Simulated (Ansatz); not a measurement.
Ansatz (a quantum-chemistry and plane-wave program) input (B3LYP-D3(BJ)/def2-TZVP):

Ansatz 0.2 input:
```yaml
crystal:
  periodic: [false, false, false]
  atoms:
    - {symbol: C, position_ang: [1.29528794, 0.02274136, 0.01640794]}
    - {symbol: C, position_ang: [-0.00302273, 0.00659452, 0.01818653]}
    - {symbol: C, position_ang: [-1.30138512, -0.00797852, 0.01722116]}
    - {symbol: H, position_ang: [1.89165509, -0.39136478, -0.79440593]}
    - {symbol: H, position_ang: [1.88411468, 0.45109914, 0.82527964]}
    - {symbol: H, position_ang: [-1.89537640, 0.33297301, -0.82868973]}
    - {symbol: H, position_ang: [-1.89227993, -0.36073512, 0.86031143]}
basis:
  gaussian:
    orbitals: def2-TZVP
hamiltonian:
  xc: b3lyp
  dispersion: d3bj
total_charge: 1
magnetization: {spin_polarized: true, initial_magnetization: 1}
relax: {f_tol: 0.002, max_steps: 150}
```

End of the output:

```
716 factors; their error is unknown
mean field: 0.39 GiB planned
mean field -3166.28512999 eV, -116.3588323420 hartree, gradient 2.1e-5 eV, S^2 0.760893; 0 other end points of the search recorded, 0 dependent functions left out
the calculation of the forces begins
reference -3166.28534101 eV, -116.3588400969 hartree; 11, 10 occupied and 106, 107 virtual orbitals, 716 factors
relax step  12: F+E_penalty+E_count = -3166.44522542 eV  Δ(F+E_penalty+E_count) = -2.943e-7 eV  max|allowed force component| = 3.370e-3 eV/Å  Δτ_max = 0.0004 Å  (40 SCF iters, accepted)
these checks for a lower state are left out or cut short: starts, cluster_reference, orbital_swaps, neighbouring_geometries, increment
integrals: 0.03 GiB planned
716 factors; their error is unknown
mean field: 0.39 GiB planned
mean field evaluation 96: about -3166.2957 eV, gradient 3.1e-1 eV
mean field -3166.28513255 eV, -116.3588324361 hartree, gradient 1.1e-5 eV, S^2 0.760892; 0 other end points of the search recorded, 0 dependent functions left out
the calculation of the forces begins
reference -3166.28534357 eV, -116.3588401911 hartree; 11, 10 occupied and 106, 107 virtual orbitals, 716 factors
relax step  13: F+E_penalty+E_count = -3166.44522632 eV  Δ(F+E_penalty+E_count) = -9.023e-7 eV  max|allowed force component| = 6.307e-4 eV/Å  Δτ_max = 0.0004 Å  (40 SCF iters, accepted)
integrals: 0.03 GiB planned
716 factors; their error is unknown
mean field: 0.39 GiB planned
mean field -3166.28513255 eV, -116.3588324361 hartree, gradient 2.4e-5 eV, S^2 0.760892; 1 other end points of the search recorded, 0 dependent functions left out
the calculation of the forces begins
reference -3166.28534357 eV, -116.3588401911 hartree; 11, 10 occupied and 106, 107 virtual orbitals, 716 factors
Total energy: -3166.44543735 eV, -116.3647235287 hartree
Atom 0 at     1.307601     0.022615     0.016294 Å, force     0.000038     0.000284     0.000258 eV/Å
Atom 1 at    -0.003001     0.007597     0.016239 Å, force     0.000032     0.000022    -0.000631 eV/Å
Atom 2 at    -1.313602    -0.007387     0.016291 Å, force    -0.000095    -0.000280     0.000278 eV/Å
Atom 3 at     1.874650    -0.398087    -0.815662 Å, force    -0.000412     0.000001     0.000054 eV/Å
Atom 4 at     1.864554     0.456288     0.848408 Å, force     0.000164    -0.000096    -0.000001 eV/Å
Atom 5 at    -1.879760     0.336884    -0.850674 Å, force     0.000415    -0.000015     0.000062 eV/Å
Atom 6 at    -1.871448    -0.364581     0.883415 Å, force    -0.000143     0.000085    -0.000021 eV/Å
Dipole moment:    -0.000000     0.000007     0.000031 e Å
```
